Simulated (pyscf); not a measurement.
[HN–Zr(NH₂)(NH₂)–OH]• + H₂ -> H₂N–Zr(NH₂)(NH₂)–OH + H• (hydrogen abstraction; doublet surface; H–H broken, H–N formed). Optimised with ωB97X-D3(BJ)/def2-SVP in PySCF. Energies in kJ/mol from the separated reactants.

| level | barrier | reaction energy |
|---|---|---|
| PBE/def2-TZVP | (withheld) | (withheld) |
| r²SCAN/def2-TZVP | 22.7 | -17.0 |
| B3LYP-D3(BJ)/def2-TZVP | 26.2 | -15.5 |
| PBE0-D3(BJ)/def2-TZVP | 20.5 | -37.7 |
| ωB97M-D3(BJ)/def2-TZVP | 33.9 | -33.7 |
| HF/def2-TZVP | (withheld) | -12.4 |

### Question
Fill in the missing entries.

### Answer

- PBE/def2-TZVP, barrier: 14.1
- PBE/def2-TZVP, reaction energy: -30.1
- HF/def2-TZVP, barrier: 94.2

The functionals in the table span 19.8 kJ/mol in this barrier, from PBE to ωB97M-D3(BJ)/def2-TZVP. This is the saddle that the search found; another between the same sides may lie lower. The angle at the transferred H is 167°. Open-shell species with a d-block atom are single-reference here; other states, and whether the spin sits on metal or ligand, were not checked. Elements past Kr carry the def2 core potentials, without spin-orbit coupling.
